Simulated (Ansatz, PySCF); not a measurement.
Breaking a bond: NaCl, singlet.

Computed with: RKS-B3LYP/6-31G* = restricted B3LYP/6-31G*, spherical d in PySCF; RCCSD(T) = CCSD(T) on RHF/cc-pVDZ, frozen core (Ansatz, an electronic-structure program); FCI = full CI/cc-pVDZ, frozen core in Ansatz.

Energies relative to the lowest point of each curve near equilibrium, in kJ/mol:

| R / Å | RKS-B3LYP/6-31G* | RCCSD(T) |
|---|---|---|
| 1.90 | 139.7 | 160.1 |
| 2.20 | 12.2 | 16.0 |
| 2.28 | 3.2 | 4.9 |
| 2.36 | 0.0 | 0.0 |
| 2.46 | 2.0 | 0.2 |
| 2.49 | 3.6 | 1.4 |
| 2.61 | 13.2 | 9.5 |
| 3.19 | 89.5 | 84.7 |
| 3.48 | 128.2 | 126.5 |
| 4.20 | 204.9 | 216.9 |
| 5.73 | 288.9 | 334.4 |
| 6.40 | 306.9 | 349.8 |

Question: Estimate the FCI values at these points.

Answer: 1.90: 160.2; 2.20: 16.0; 2.28: 4.9; 2.36: 0.0; 2.46: 0.2; 2.49: 1.4; 2.61: 9.4; 3.19: 84.5; 3.48: 126.4; 4.20: 216.8; 5.73: 333.9; 6.40: 355.1 (kJ/mol).

The scan ran from 1.90 to 9.47 Å; beyond the distances shown full CI changes its symmetry label. The restricted form behind RKS-B3LYP/6-31G* keeps the bonding electrons paired and can't separate into open-shell fragments. The T1 diagnostic of CCSD on the restricted reference of RCCSD(T) exceeds 0.045 at 5.73 to 7.14 Å.
